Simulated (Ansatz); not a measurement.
A nudged elastic band was laid between two geometries of C2H4OS (8 atoms, charge 0, multiplicity 1).

Method: RKS PBE-D4/def2-SVP in Ansatz.

| Quantity | Value |
| --- | --- |
| movable images | 5 |
| climbing image | yes |
| spring | 5.0 eV/Å² |
| optimiser | quadratic models (default) |
| start path | through a guess of the saddle point |
| force threshold | 0.05 eV/Å |
| iteration limit | 60 |
| end points | relaxed |

Initial state:

```xyz
8
Properties=species:S:1:pos:R:3
S -1.589 0.643 -0.664
C 0.005 0.397 0.151
C 0.508 -0.981 0.291
O 1.117 -0.051 -0.609
H -1.325 1.909 -1.094
H 0.240 1.149 0.928
H 1.102 -1.260 1.182
H -0.057 -1.806 -0.185
```

Final state:

```xyz
8
Properties=species:S:1:pos:R:3
S -1.828 0.407 -0.776
C -0.307 0.650 -0.116
C 0.440 -0.591 0.192
O 1.818 -0.380 0.376
H -2.263 1.713 -0.842
H 1.897 0.585 0.529
H -0.068 -0.930 1.147
H 0.311 -1.454 -0.510
```

(1) What changes between the two ends?

(2) What energy profile does the band end with?

(3) What is the geometry of the highest image?

(4) What are the harmonic wavenumbers there?

Answers

(1) Bonds broken: C2–O4, C2–H6. Bonds formed: O4–H6.

(2) It converged. The highest image is number 3 of 0 to 6, 226.1 kJ/mol above the first end and 60.8 kJ/mol above the last; the last end lies 165.3 kJ/mol above the first. A vibrational analysis at the climbing image gives one clearly imaginary mode, 1283i cm⁻¹: a first-order saddle point. The orbitals stay closed-shell, which can raise the energy where a bond breaks towards radicals; this wasn't checked here.

```json
{"image": "0", "path coordinate (Å)": "0.00", "energy (kJ/mol)": "0.0", "C2–O4 (Å)": "1.42", "C2–H6 (Å)": "1.11", "O4–H6 (Å)": "2.14"}
{"image": "1", "path coordinate (Å)": "0.57", "energy (kJ/mol)": "11.0", "C2–O4 (Å)": "1.43", "C2–H6 (Å)": "1.10", "O4–H6 (Å)": "2.08"}
{"image": "2", "path coordinate (Å)": "1.14", "energy (kJ/mol)": "122.8", "C2–O4 (Å)": "1.68", "C2–H6 (Å)": "1.10", "O4–H6 (Å)": "1.74"}
{"image": "3", "path coordinate (Å)": "1.71", "energy (kJ/mol)": "226.1", "C2–O4 (Å)": "1.93", "C2–H6 (Å)": "1.36", "O4–H6 (Å)": "1.21"}
{"image": "4", "path coordinate (Å)": "2.36", "energy (kJ/mol)": "187.5", "C2–O4 (Å)": "2.17", "C2–H6 (Å)": "1.95", "O4–H6 (Å)": "0.99"}
{"image": "5", "path coordinate (Å)": "3.01", "energy (kJ/mol)": "175.2", "C2–O4 (Å)": "2.31", "C2–H6 (Å)": "2.14", "O4–H6 (Å)": "0.98"}
{"image": "6", "path coordinate (Å)": "3.66", "energy (kJ/mol)": "165.3", "C2–O4 (Å)": "2.41", "C2–H6 (Å)": "2.30", "O4–H6 (Å)": "0.98"}
```

(3) 
```xyz
8
Properties=species:S:1:pos:R:3
S -1.559 0.541 -0.881
C -0.340 0.425 0.322
C 0.455 -0.853 0.326
O 1.468 -0.004 -0.212
H -1.770 1.891 -0.796
H 0.915 0.941 0.309
H 0.667 -1.292 1.327
H 0.165 -1.649 -0.394
```

(4) 1283i, 213, 329, 491, 641, 718, 877, 959, 1019, 1077, 1103, 1177, 1233, 1451, 2142, 2561, 2943, 3006 cm⁻¹.

Run time: 2.4 min on 1 thread of Intel(R) Xeon(R) Platinum 8488C (Sapphire Rapids), on a shared host, peak memory 0.15 GiB.
